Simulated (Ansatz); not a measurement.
Two isomers of C4H7NO: A = `O=C1CCCN1`, B = `C=C(C)C(N)=O`.

Gas-phase electronic energies from Ansatz, PBE0-D4/def2-TZVP geometries. CCSD(T)/CBS is the MP2 limit (def2-TZVPP, def2-QZVPP) plus CCSD(T) − MP2 in def2-TZVPP, frozen cores. DFT in def2-TZVPP. One conformer a species, not always the lowest.

Problem. Which is lower in electronic energy at CCSD(T)/CBS, and by how much? (Best estimate.)

Solution. Ansatz gave: A, by 10.4 kcal/mol.

Problem. Give E(B) − E(A) in kcal/mol with PBE-D4, CCSD/def2-TZVPP, LDA (SPW92), CCSD(T)/def2-SVP, CCSD(T)/def2-TZVPP, HF/def2-TZVPP, ωB97M-V. (An estimate is asked.)

Solution. Computed: PBE-D4 11.3, CCSD/def2-TZVPP 11.4, LDA (SPW92) 16.0, CCSD(T)/def2-SVP 11.9, CCSD(T)/def2-TZVPP 10.6, HF/def2-TZVPP 10.2, ωB97M-V 11.6. None reverses the order clearly.

Problem. Does the order hold for the free energy at 298.15 K (harmonic terms from PBE0-D4)? (An estimate is asked.)

Solution. Ansatz gave: Yes: G(B) − G(A) = +6.9 kcal/mol, for one conformer each.

Largest T1 diagnostic: 0.014.

From PBE to PBE0 (25 % exact exchange), in def2-TZVPP and without D4, E(B) − E(A) moves by +2.9 kcal/mol. At CCSD(T), def2-SVP lies +1.5 kcal/mol from the extrapolated value and def2-TZVPP +0.2 kcal/mol.
